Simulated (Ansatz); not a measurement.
## Lattice parameter a of some fcc solids

Method: rVV10 (PAW; Ansatz, a program for electronic structure). References are measured values corrected to a static lattice. The table is a random draw of 10 from 12 solids with such references.

Values in Å.

| solid | reference | rVV10 | error (%) |
|---|---|---|---|
| fcc Pt | 3.913 | 4.014 | +2.58 |
| fcc Ni | 3.508 | 3.539 | +0.88 |
| fcc Rh | 3.794 | 3.866 | +1.90 |
| fcc Ca | 5.553¶ | 5.458 | -1.71 |
| fcc Au | 4.062 | ? | ? |
| fcc Cu | 3.595¶ | 3.647 | +1.45 |
| fcc Pd | 3.876 | 3.978 | +2.63 |
| fcc Sr | 6.045¶ | 5.946 | -1.64 |
| fcc Al | 4.018 | 4.028 | +0.25 |
| fcc Pb | 4.902¶ | 5.063 | +3.28 |

Question: Estimate the withheld rVV10 value.

Answer: The errors of the other rows run from -1.71 % to +3.28 %, with a median of +1.45 %; carried to the reference 4.062 it gives 4.121 Å. The run gives 4.197 Å (+3.32 %), +1.84 % from the estimate, outside the range of the other rows; the row was drawn at random, and such an estimate is rough. Over these 10 solids the mean error is +1.29 %, the mean absolute error 1.96 % (median 1.80 %), and the worst case fcc Au at +3.32 %; the value is above the reference in 8 of 10 cases. Over all 12, from unrounded values, the mean error is +1.46 % and the mean absolute error 2.02 % (median 1.96 %).

All these references are brought to a static lattice.

Spin–orbit coupling is left out, also for the solids with elements from indium on (fcc Pt, fcc Au, fcc Pb); its size isn't shown.

¶ marks references of a special kind: fcc Ca, 5.553 Å (measured, low-temperature or extrapolated to 0 K; zero-point anharmonic expansion removed; as tabulated in Csonka et al. (2009), arXiv:0903.4037); fcc Cu, 3.595 Å (measured, low-temperature or extrapolated to 0 K; zero-point anharmonic expansion removed; as tabulated in Csonka et al. (2009), arXiv:0903.4037); fcc Sr, 6.045 Å (measured, low-temperature or extrapolated to 0 K; zero-point anharmonic expansion removed; as tabulated in Csonka et al. (2009), arXiv:0903.4037); fcc Pb, 4.902 Å (measured, low-temperature or extrapolated to 0 K; zero-point anharmonic expansion removed, our sources range from 4.902 to 4.912; as tabulated in Csonka et al. (2009), arXiv:0903.4037).

Differences are worked out from the printed values.

Ansatz's density-functional and Hartree–Fock values are scalar-relativistic unless marked +SOC, with PAW data made under PBE.

Ansatz's runs of these crystals have no spin polarisation, but for fcc Ni.

Density-functional runs with spin start from parallel moments for fcc Ni.

Of the class's solids with a reference value and a result at some level, none was set aside. At least 1 more with a reference value is held back for tests. Solids without a released value at any level aren't counted. Layered and molecular crystals are counted apart. The metals Ce to Yb are counted apart.

References as tabulated in Mejia-Rodriguez and Trickey (2018), arXiv:1807.09216; Csonka et al. (2009), arXiv:0903.4037.
